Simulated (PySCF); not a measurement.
# Gas-phase thermal properties of C3H6 (cyclic)

Computed with PySCF (xtb for GFN2) and rigid-rotor harmonic-oscillator thermochemistry at 1 bar. The comparison is the NASA 1993 polynomial table, which mixes measured and estimated data. 6-31G* has spherical d functions here. All species are closed-shell singlets. B3LYP is the form with VWN-RPA correlation. The harmonic model lacks anharmonicity and excited electronic states, which grow with temperature; levels with a mode under 35 cm⁻¹ are left out.

```tsv
level	point group	σ	ZPE (kJ/mol)	S°298 (J/mol/K)	Cp298 (J/mol/K)	S°1000 (J/mol/K)	H1000 − H298 (kJ/mol)
table	-	-	-	237.5	55.6	359.4	77.3
B3LYP/6-31G*	D3h	6	214.6	237.0	54.0	356.2	75.6
GFN2-xTB	D3h	6	211.2	236.4	53.3	355.8	75.8
HF/6-31G*	D3h	6	229.1	235.3	49.7	347.4	71.5
PBE/def2-SVP	D3h	6	206.7	238.1	56.8	361.6	78.1
PBE0/def2-TZVP	D3h	6	214.1	236.9	54.2	356.6	75.9
```
σ: rotational symmetry number. Electronic degeneracy used: 1. Frequencies are unscaled.
